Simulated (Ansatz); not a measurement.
Results of LDA (plane waves, PAW; Ansatz, a first-principles code) for bcc Mo.

Run with plane-wave cutoff 520 eV, 24×24×24 k mesh, Fermi–Dirac smearing 0.05 eV, no spin polarisation, scalar-relativistic PAW data made under PBE.

A third-order Birch–Murnaghan fit to the energies gives V0 = 15.061 Å³/atom, B0 = 293 GPa, B′ = 4.2.

```csv
V (Å³/atom),P (GPa)
14.157,20.66
14.458,13.04
14.760,6.18
15.061,0.00
15.362,…
15.663,-10.56
15.964,…
```

Task: Estimate the withheld pressures from this fit; the answers are the runs' own values.

Result: 
- 15.362, P (GPa): -5.56
- 15.964, P (GPa): -15.07

The formula P = (3/2) B0 (x^(7/3) − x^(5/3)) [1 + (3/4)(B′ − 4)(x^(2/3) − 1)] with x = V0/V meets the computed pressures within 0.03 GPa when these rounded values are put in.

Measured, for comparison: bulk modulus 265 GPa (zero-point energy and finite temperature contributions removed, sources range from 265 to 278; as tabulated in doi:10.1021/acs.jctc.3c00612); equilibrium volume per atom 15.49 Å³/atom (static lattice: zero-point anharmonic expansion removed; as tabulated in Mejia-Rodriguez and Trickey (2018), arXiv:1807.09216). Computed less measured: bulk modulus +11 % (+5 % to +11 % over the range), equilibrium volume per atom -2.8 %.

Computed values are for the static lattice.
